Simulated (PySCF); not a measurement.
# C2H6N2: the cost of one run

Programs: PySCF 2.14.0, with routines of our own; each step states its level. All values are computed. Atoms count from 0.

## Step 1: The starting structure

10 atoms, charge 0, multiplicity 1; geometry from: GFN2-xTB.

## Step 2: Magnetic properties: GIAO PBE/aug-pcSseg-1

Job settings and geometry (Å):

```
{"job": {"kind": "mag", "xc": "PBE", "basis": "aug-pcSseg-1", "isotopologues": 4}, "charge": 0, "multiplicity": 1}
C      1.623450    -0.318204    -0.154095
N      1.021163     0.793566    -0.111291
N     -0.305266     0.912171    -0.130971
C     -1.216208    -0.191384     0.091041
H      2.697974    -0.279492    -0.193246
H      1.156756    -1.300957    -0.162919
H     -0.598016     1.810681     0.224327
H     -1.128487    -0.906398    -0.729187
H     -1.012088    -0.712904     1.034544
H     -2.230395     0.197576     0.109270
```

With the program's defaults for keys left out, this is: GIAO PBE/aug-pcSseg-1 magnetisability, rotational g tensor and spin-rotation constants, non-relativistic, gas phase.

Command:

```bash
> OMP_NUM_THREADS=1 python excited_run.py task.json out
```

One launch serves the whole session: the jobs run in the order shown.

**Question.** How long does this first job take on 1 thread of Arm Neoverse V2, shared host, and how much memory does it need?

About 15 s, with a peak of 0.45 GiB.
